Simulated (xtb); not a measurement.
C6H6, SMILES c1ccccc1. All values are semi-empirical tight-binding results from xtb (GFN2-xTB unless named), good for trends rather than for accurate numbers. The structure is a stationary point at GFN2-xTB.

Optimised geometry:

Bonds (Å): C1–C2 1.385, C1–C6 1.385, C1–H7 1.080, C2–C3 1.385, C2–H8 1.080, C3–C4 1.385, C3–H9 1.080, C4–C5 1.385, C4–H10 1.080, C5–C6 1.385, C5–H11 1.080, C6–H12 1.080. Bond angles (°): C2–C1–C6 120.0, C2–C1–H7 120.0, C6–C1–H7 120.0, C1–C2–C3 120.0, C1–C2–H8 120.0, C3–C2–H8 120.0, C2–C3–C4 120.0, C2–C3–H9 120.0, C4–C3–H9 120.0, C3–C4–C5 120.0, C3–C4–H10 120.0, C5–C4–H10 120.0, C4–C5–C6 120.0, C4–C5–H11 120.0, C6–C5–H11 120.0, C1–C6–C5 120.0, C1–C6–H12 120.0, C5–C6–H12 120.0.

Computed properties:
```yaml
point_group_as_xtb_finds_it: D6h
orbital_gap: 4.93 eV
dipole_moment: 0.00 D
zero_point_energy: 61.2 kcal/mol
G − E(el) at 298.15 K (modified RRHO): 45.4 kcal/mol
static polarisability (D4 model): 67.9 bohr³
solvation energy, GFN2-xTB/ALPB(water): -0.5 kcal/mol
solvation energy, GFN2-xTB/ALPB(dmso): -4.3 kcal/mol
```

Computed IR lines (harmonic; lines under 4 % of the strongest left out, lines within 3 cm⁻¹ merged):
ν (cm⁻¹): 692 (w), 3084 (vs) (against the strongest line: vs over 80 %, s over 45 %, m over 15 %, w over 4 %, vw less)

Computed atomic charges and the Wiberg bond orders between heavy atoms:
charges (e) C1 -0.03, C2 -0.03, C3 -0.03, C4 -0.03, C5 -0.03, C6 -0.03, H7 0.03, H8 0.03, H9 0.03, H10 0.03, H11 0.03, H12 0.03. Bond orders C1–C2 1.44, C2–C3 1.44, C3–C4 1.44, C4–C5 1.44, C1–C6 1.44, C5–C6 1.44.
